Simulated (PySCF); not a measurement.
Telling isomers of C₂H₅NO apart by NMR

[PySCF: geometry from GFN2-xTB; shieldings: GIAO PBE0/pcSseg-1; spin–spin couplings from B3LYP/pcJ-1; relativity neglected; one averaged value for each set of equivalent atoms; one conformer; gas phase]

Scale: $^{1}$H (σref 31.72) and $^{13}$C (σref 186.93) against TMS (reference shieldings calculated alike). Multiplet labels drop J under 1 Hz and among equivalent protons, and merge close values. Unscaled 3J(H,H) run several per cent high. Vicinal couplings that depend on rotamer populations or ring flexing (ring, CH–CH, X–H and H–F types) are those of the one conformer. Acid and N–H amide carbonyl carbons lie up to 10 ppm further downfield in solution (hydrogen bonding). Shifts are as computed. Against solution values, carbons near 30 ppm lie about +3 ppm off and those near 130 ppm about +5 ppm. Of 1211 compounds with measured shifts, 218 miss one by over three times the rms of a fit or turn the order of signals round; such compounds aren't used in these exercises. Groups on amide-type nitrogens are kept apart (slow C–N rotation). OH and NH positions are gas-phase values without hydrogen bonding to other molecules.

(1) Tabulate the signals of `CC(N)=O`, `CNC=O` and their relative energies.

(2) What is the quickest way to tell CC(N)=O from CNC=O?

Answers

(1) 
| SMILES | carbon types | δC | δH | E rel. (kcal/mol) |
| --- | --- | --- | --- | --- |
| CC(N)=O | 1×C 1×CH3 | 169.1, 23.1 | 4.63 (br, 1H), 4.41 (br, 1H), 1.87 (d, 3H) | 0.0 |
| CNC=O | 1×CH 1×CH3 | 160.1, 24.2 | 8.13 (d, 1H), 4.27 (br, 1H), 3.12 (d, 3H) | 9.0 |

Energies are electronic energies at PBE0/pcSseg-1 on these geometries, without zero-point or thermal terms, each for the one conformer computed, which needn't be the lowest.

(2) Both give the same number of carbon signals, but DEPT or the intensities differ. The first has an amide carbonyl carbon (C) at 169.1 ppm, the second an amide carbonyl carbon (CH) at 160.1 ppm. In the proton spectra the most deshielded non-exchanging signals are 1.87 (d, J = 1.0 Hz, 3H) and 8.13 (d, J = 1.8 Hz, 1H).
